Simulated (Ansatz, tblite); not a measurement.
**The cluster TaS₃−: competing shapes**

The task here is to estimate one member of a computed series from the others.

Method: relaxed with PBE-D4/def2-SVPD, singlet; program: Ansatz 0.2.0, Gaussian basis.

## The system as given

4 atoms, charge -1, spin multiplicity 1.

Atoms are counted from 1 here; the program's logs count them from 0.

Bond lengths: Ta1–S2 2.227 Å, Ta1–S3 2.227 Å, Ta1–S4 2.227 Å. Angles: S2–Ta1–S3 105.7°, S2–Ta1–S4 105.7°, S3–Ta1–S4 105.7°.

As a file:

```
Ta    0.64764    0.01524    0.07678
S    -0.24168    2.03614   -0.21455
S    -0.41483   -0.86612    1.82477
S     0.00888   -1.18527   -1.68700
```

Ta takes a core potential in the def2 sets. No spin-orbit coupling is included. The ion is computed in the gas phase, without counter-ions or solvent.

A search from random starts with GFN1-xTB found 4 distinct shapes; 2 go on here. The structure above is candidate A, which lies 0.00 eV above the lowest at that level; B lies 1.03 eV above the lowest at that level.

Set-up of the first run:

in.yaml reads:

```yaml
crystal:
  periodic: [false, false, false]
  atoms:
    - {symbol: Ta, position_ang: [0.647640, 0.015240, 0.076780]}
    - {symbol: S, position_ang: [-0.241680, 2.036140, -0.214550]}
    - {symbol: S, position_ang: [-0.414830, -0.866120, 1.824770]}
    - {symbol: S, position_ang: [0.008880, -1.185270, -1.687000]}
basis:
  gaussian: {orbitals: def2-SVPD}
total_charge: -1
hamiltonian: {xc: pbe, dispersion: d4}
scf: {lower_state_search: "off"}
output: {orbitals: {seedname: orbitals}}
relax: {f_tol: 0.02, max_steps: 100}
```

Run with:

```sh
$ ansatz run in.yaml --threads 4 --pin off --events-out ev --progress --plain --max-ram 3916MiB
```

Steps of the session up to this table: Relaxing candidate A; Relaxing candidate B; Candidate B, PBE0-D4/def2-TZVPD; Candidate B, PBE-D4/def2-TZVPD; Candidate B, r2SCAN-D4/def2-TZVPD; Candidate B, B2PLYP/def2-TZVPD; Candidate B, HSE06-D4/def2-TZVPD; Candidate B, CCSD(T)/def2-TZVPPD.

One table of the session follows, with a row left open; its other results are not shown here.

It belongs to the step «B against A». 

| level | B above A (eV) |
| --- | --- |
| GFN1-xTB | +1.170 |
| GFN2-xTB | +0.243 |
| HF/def2-TZVPPD | +1.945 |
| PBE-D4/def2-TZVPD | +2.335 |
| r2SCAN-D4/def2-TZVPD | +2.564 |
| PBE0-D4/def2-TZVPD | +2.279 |
| HSE06-D4/def2-TZVPD | +2.294 |
| B2PLYP/def2-TZVPD | +2.421 |
| MP2/def2-TZVPPD | +2.697 |
| CCSD/def2-TZVPPD | +2.080 |
| CCSD(T)/def2-TZVPPD | ? |

**Question.** Estimate the row for CCSD(T)/def2-TZVPPD.

As computed: B above A (eV): +2.143. In the column «B above A (eV)» it lies between CCSD/def2-TZVPPD (+2.080) and PBE0-D4/def2-TZVPD (+2.279).

CCSD(T)/def2-TZVPPD is no safe reference here (restricted state is unstable towards broken spin symmetry).

To keep in mind: A random search of this size may have missed the true lowest shape. Only singlets are compared; another spin may lie lower and prefer another shape.
